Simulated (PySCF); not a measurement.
Atomic charges against the basis set

Species: C2H5NOS.
Structure used (PBE0-D3(BJ)/def2-SVP), in Å, numbered top down from 1:
```
atom  x, y, z in Å
N1     1.4369    0.1911    0.1956
C2     0.3955   -0.6046    0.5195
O3     0.4286   -1.4640    1.3749
C4    -0.8754   -0.4104   -0.3043
S5    -1.0907    1.1577   -1.1939
H6     2.3027    0.0866    0.7066
H7     1.3276    0.9191   -0.4999
H8    -1.7280   -0.6173    0.3562
H9    -0.8868   -1.1918   -1.0809
H10   -1.3021    1.9274   -0.1041
```

PBE0 throughout (PySCF), one geometry, spherical d and f functions. One conformer (not necessarily the lowest) at the PBE0-D3(BJ)/def2-SVP geometry, without solvent, vibrations or thermal averaging. Atoms taken as equivalent share a column and are averaged. The first 7 of 8 kinds of atom are listed.

Mulliken charges (e):

| basis | functions | N1 | C2 | O3 | C4 | S5 | H6/H7 | H8/H9 |
| --- | --- | --- | --- | --- | --- | --- | --- | --- |
| STO-3G | 34 | -0.415 | +0.224 | -0.254 | -0.253 | +0.077 | +0.219 | +0.096 |
| 6-31G | 59 | -0.779 | +0.549 | -0.448 | -0.698 | +0.048 | +0.367 | +0.252 |
| pcSseg-0 | 59 | -0.757 | +0.638 | -0.519 | -0.857 | -0.022 | +0.344 | +0.320 |
| 6-31G* | 84 | -0.802 | +0.589 | -0.474 | -0.608 | -0.092 | +0.379 | +0.246 |
| def2-SVP | 99 | -0.144 | +0.110 | -0.272 | -0.178 | -0.113 | +0.141 | +0.112 |
| cc-pVDZ | 99 | -0.117 | +0.122 | -0.275 | -0.164 | -0.119 | +0.116 | +0.108 |
| pcSseg-1 | 117 | -0.405 | +0.393 | -0.423 | -0.368 | -0.137 | +0.207 | +0.188 |
| aug-cc-pVDZ | 164 | -0.064 | +0.551 | -0.639 | -0.007 | +0.116 | -0.032 | -0.014 |
| 6-311+G(2d,p) | 173 | -0.412 | +0.210 | -0.494 | -0.075 | -0.266 | +0.261 | +0.192 |
| def2-TZVP | 191 | -0.414 | +0.212 | -0.352 | -0.185 | -0.240 | +0.252 | +0.158 |
| cc-pVTZ | 224 | -0.218 | +0.189 | -0.326 | -0.188 | -0.178 | +0.170 | +0.133 |
| IGLO-III | 234 | -0.354 | +0.448 | -0.478 | -0.408 | +0.092 | +0.189 | +0.167 |

IAO charges (e):

```
        basis  functions      N1      C2      O3      C4      S5   H6/H7   H8/H9
       STO-3G         34  -0.404  +0.217  -0.265  -0.403  +0.075  +0.233  +0.145
        6-31G         59  -0.504  +0.394  -0.470  -0.408  -0.080  +0.289  +0.193
     pcSseg-0         59  -0.475  +0.385  -0.458  -0.422  -0.077  +0.277  +0.193
       6-31G*         84  -0.506  +0.437  -0.491  -0.402  -0.054  +0.283  +0.182
     def2-SVP         99  -0.492  +0.430  -0.489  -0.396  -0.053  +0.278  +0.177
      cc-pVDZ         99  -0.502  +0.434  -0.488  -0.399  -0.063  +0.281  +0.180
     pcSseg-1        117  -0.505  +0.438  -0.500  -0.401  -0.058  +0.283  +0.182
  aug-cc-pVDZ        164  -0.523  +0.446  -0.512  -0.401  -0.069  +0.292  +0.186
6-311+G(2d,p)        173  -0.524  +0.447  -0.513  -0.408  -0.057  +0.292  +0.187
    def2-TZVP        191  -0.522  +0.450  -0.512  -0.411  -0.053  +0.291  +0.186
      cc-pVTZ        224  -0.521  +0.449  -0.508  -0.409  -0.061  +0.290  +0.186
     IGLO-III        234  -0.525  +0.448  -0.514  -0.411  -0.050  +0.292  +0.186
```

Hirshfeld charges (e):

```tsv
basis	functions	N1	C2	O3	C4	S5	H6/H7	H8/H9
STO-3G	34	-0.181	+0.139	-0.223	-0.030	-0.013	+0.121	+0.022
6-31G	59	-0.172	+0.165	-0.308	-0.062	-0.054	+0.127	+0.060
pcSseg-0	59	-0.172	+0.165	-0.295	-0.070	-0.034	+0.122	+0.052
6-31G*	84	-0.168	+0.162	-0.308	-0.058	-0.063	+0.127	+0.061
def2-SVP	99	-0.173	+0.164	-0.302	-0.077	-0.028	+0.126	+0.055
cc-pVDZ	99	-0.170	+0.158	-0.293	-0.075	-0.038	+0.126	+0.056
pcSseg-1	117	-0.177	+0.166	-0.302	-0.079	-0.031	+0.126	+0.057
aug-cc-pVDZ	164	-0.181	+0.158	-0.300	-0.090	-0.020	+0.128	+0.061
6-311+G(2d,p)	173	-0.177	+0.153	-0.303	-0.086	-0.022	+0.129	+0.061
def2-TZVP	191	-0.178	+0.158	-0.303	-0.085	-0.027	+0.129	+0.061
cc-pVTZ	224	-0.179	+0.161	-0.301	-0.085	-0.029	+0.129	+0.061
IGLO-III	234	-0.183	+0.157	-0.302	-0.090	-0.010	+0.127	+0.060
```

Some averages cover members that differ in this geometry, most widely: H8/H9, Mulliken in aug-cc-pVDZ -0.061 to +0.033; H6/H7, Mulliken in IGLO-III +0.157 to +0.221; H6/H7, Mulliken in aug-cc-pVDZ -0.063 to 0.000; H6/H7, Hirshfeld in IGLO-III +0.108 to +0.146 e.

**Question.** Which scheme is steadiest as the basis changes?

**Answer.** Largest range over the bases for any column: Hirshfeld 0.09 e, IAO 0.25 e, Mulliken 0.85 e. Hirshfeld charges move least and Mulliken charges most, counted in e. Without the minimal STO-3G basis the ranges are Hirshfeld 0.05, IAO 0.07, Mulliken 0.85 e.

**Question.** How much do the charges still move between the two largest bases, cc-pVTZ and IGLO-III?

**Answer.** At most, over all atoms: Mulliken 0.270 e, IAO 0.010 e, Hirshfeld 0.019 e.

**Question.** What do the same runs give for the total energy, the frontier levels and the dipole moment?

**Answer.** 
```json
{"basis": "STO-3G", "energy (Eh)": "-599.8947", "HOMO (eV)": "-3.31", "LUMO (eV)": "4.33", "μ (D)": "2.13"}
{"basis": "6-31G", "energy (Eh)": "-606.9110", "HOMO (eV)": "-7.00", "LUMO (eV)": "0.61", "μ (D)": "2.50"}
{"basis": "pcSseg-0", "energy (Eh)": "-606.0613", "HOMO (eV)": "-7.12", "LUMO (eV)": "0.52", "μ (D)": "2.51"}
{"basis": "6-31G*", "energy (Eh)": "-607.0013", "HOMO (eV)": "-6.88", "LUMO (eV)": "0.63", "μ (D)": "2.42"}
{"basis": "def2-SVP", "energy (Eh)": "-606.7553", "HOMO (eV)": "-6.91", "LUMO (eV)": "0.68", "μ (D)": "2.60"}
{"basis": "cc-pVDZ", "energy (Eh)": "-607.0478", "HOMO (eV)": "-6.85", "LUMO (eV)": "0.58", "μ (D)": "2.50"}
{"basis": "pcSseg-1", "energy (Eh)": "-606.9943", "HOMO (eV)": "-7.14", "LUMO (eV)": "0.23", "μ (D)": "2.63"}
{"basis": "aug-cc-pVDZ", "energy (Eh)": "-607.0711", "HOMO (eV)": "-7.16", "LUMO (eV)": "-0.49", "μ (D)": "2.64"}
{"basis": "6-311+G(2d,p)", "energy (Eh)": "-607.1118", "HOMO (eV)": "-7.17", "LUMO (eV)": "-0.30", "μ (D)": "2.70"}
{"basis": "def2-TZVP", "energy (Eh)": "-607.1307", "HOMO (eV)": "-7.12", "LUMO (eV)": "0.10", "μ (D)": "2.65"}
{"basis": "cc-pVTZ", "energy (Eh)": "-607.1283", "HOMO (eV)": "-7.08", "LUMO (eV)": "0.17", "μ (D)": "2.58"}
{"basis": "IGLO-III", "energy (Eh)": "-607.1335", "HOMO (eV)": "-7.12", "LUMO (eV)": "0.02", "μ (D)": "2.78"}
```

The dipole is fixed by the density alone, so its range of 0.65 D shows that the density itself changes with the basis, not only its division among atoms.
